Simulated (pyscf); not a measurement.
Single points on ωB97X-D3(BJ)/def2-SVP structures (PySCF, gas phase).

**Question.** Estimate the classical barrier height and the reaction energy of HO–Si:–OH (SMILES O[Si]O) [singlet] + HCl (SMILES Cl) → HO–SiH(OH)–Cl (SMILES O[SiH](O)Cl) at r²SCAN/def2-TZVP. The step runs on the singlet surface, breaks Cl–H and forms Cl–Si, H–Si; take the separated reactants as zero.

**Answer.** ΔE‡ = 8.7 kcal/mol, ΔE = -61.9 kcal/mol. CCSD(T)/def2-TZVPP + ΔMP2(QZVPP) gives 18.5 kcal/mol and -57.5 kcal/mol. Zero-point energy shifts the barrier by -0.7 kcal/mol. It is an insertion, with an imaginary mode of 1125i cm⁻¹. The same reactants have a lower exit, to H₂O + HO–Si:–Cl [singlet] (barrier +7.9 kcal/mol at ωB97M-D3(BJ), against +19.2 kcal/mol here). One saddle was located; it need not be the lowest between these sides. The CCSD(T) − MP2 part came from Ansatz, without density fitting, on the same reference.
